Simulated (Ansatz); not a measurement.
This geometry of CH5B + FH (9 atoms, charge 0, multiplicity 1) is a first-order saddle point.

All numbers below come from Ansatz, RKS B3LYP-D4/cc-pVDZ.

```xyz
9
Properties=species:S:1:pos:R:3
B 0.040 0.216 0.024
H 0.129 -0.163 1.310
C 1.380 -0.001 -0.759
H 1.530 -1.077 -0.959
H 1.331 0.496 -1.744
H 2.271 0.372 -0.231
H -1.044 -0.103 -0.385
F -0.078 1.787 0.612
H 0.030 0.875 1.331
```

(1) Which two structures does it join? (They come from a converged band through this point; their orientation in space is the band's.)

(2) How far does it lie above each of them?

Answers

(1) Bonds broken: B1–H2, F8–H9. Bonds formed: B1–F8, H2–H9. CH5B + FH becomes CH4BF + H2.

Initial state:

```xyz
9
Properties=species:S:1:pos:R:3
B 0.081 -0.121 0.041
H 0.133 -0.436 1.217
C 1.397 -0.057 -0.801
H 1.590 -1.100 -1.132
H 1.309 0.543 -1.721
H 2.290 0.260 -0.240
H -1.001 -0.166 -0.492
F -0.100 1.924 0.735
H -0.110 1.555 1.592
```

Final state:

```xyz
9
Properties=species:S:1:pos:R:3
B 0.000 0.659 -0.579
H 0.092 -0.387 2.370
C 1.396 0.062 -0.929
H 1.461 -1.009 -0.675
H 1.519 0.114 -2.029
H 2.238 0.607 -0.473
H -1.048 0.085 -0.766
F -0.092 1.900 -0.072
H 0.022 0.370 2.351
```

(2) 10.2 kcal/mol above the first and 40.8 kcal/mol above the second. This is the barrier of this one path; another mechanism may lie lower. The orbitals stay closed-shell, which can raise the energy where a bond breaks towards radicals; this wasn't checked here.

Time of the run: 2 min on 1 thread of Intel(R) Xeon(R) 6975P-C (Granite Rapids), on a shared host, peak memory 0.14 GiB.
